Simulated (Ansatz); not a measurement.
Relaxation of CH5AlSi (8 atoms, charge 0, multiplicity 1), to a largest force component of 0.02 eV/Å in at most 50 steps.

Theory: Ansatz, RKS r2SCANh/cc-pVDZ.

```xyz
8
Properties=species:S:1:pos:R:3
C -0.514 0.174 -0.789
Al -0.149 1.080 0.912
Si 0.364 -1.103 0.080
H -1.557 -0.029 -0.956
H -0.030 0.629 -1.699
H 0.427 2.415 1.611
H 1.882 -1.153 -0.081
H -0.876 1.137 2.269
```

Q: Where does it end, and by what steps?

A: It converged. The force dipped under the threshold on the way, but the program's further checks kept it going. After 23 steps the energy has fallen by 2.184 eV; H8 moved furthest, 0.70 Å. Parted: Al2–Si3.

```
step  energy less start (eV)  largest force component (eV/Å)  accepted
   0                  0.0000                           3.287       yes
   1                 -1.2939                           1.756       yes
   2                 -1.8865                           0.591       yes
   3                 -2.0661                           0.383       yes
   4                 -2.0877                           0.349       yes
   5                 -2.1387                           0.273       yes
   6                 -2.1531                           0.247       yes
   7                 -2.1619                           0.185       yes
   8                 -2.1257                           0.305        no
   9                 -2.1724                           0.188       yes
  10                 -2.1747                           0.152       yes
  11                 -2.1765                           0.052       yes
  12                 -2.1782                           0.030       yes
  13                 -2.1797                           0.092       yes
  14                 -2.1811                           0.071       yes
  15                 -2.1785                           0.181        no
  16                 -2.1821                           0.051       yes
  17                 -2.1829                           0.022       yes
  18                 -2.1823                           0.075        no
  19                 -2.1718                           0.248        no
  20                 -2.1832                           0.009       yes
  21                 -2.1836                           0.025       yes
  22                 -2.1834                           0.041        no
  23                 -2.1837                           0.015       yes
```

```xyz
8
Properties=species:S:1:pos:R:3
C -0.446 0.058 -0.479
Al -0.339 1.285 1.073
Si 0.544 -1.521 -0.258
H -1.516 -0.129 -0.659
H -0.003 0.719 -1.250
H 0.924 2.238 1.209
H 1.916 -0.828 -0.413
H -1.533 1.329 2.124
```

The run took 69 s on 2 threads of Arm Neoverse V1, on a shared host, peak memory 0.16 GiB.
